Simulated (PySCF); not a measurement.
CHF3, SMILES C(F)(F)F. Geometry: PBE0-D3(BJ)/def2-TZVP.

Level of theory: PySCF with PBE0-D3(BJ)/def2-TZVP.

Harmonic wavenumbers (cm⁻¹): 510, 510, 707, 1159, 1181, 1181, 1397, 1397, 3131. Rotational constants (GHz): 10.38, 10.38, 5.694; symmetry number 3.

Q: Work out the zero-point energy and the ideal-gas rigid-rotor harmonic-oscillator thermochemistry at 298.15 K and 1 atm.

A: ZPE = ½ Σ hcν = ½ × 11173 cm⁻¹ = 15.97 kcal/mol. H − E(el) = 18.73 kcal/mol. Entropy in cal/(mol K): translation 38.66, rotation 21.59, vibration 1.74, total 61.99. G − E(el) = 0.25 kcal/mol. Cp = 12.10 cal/(mol K).
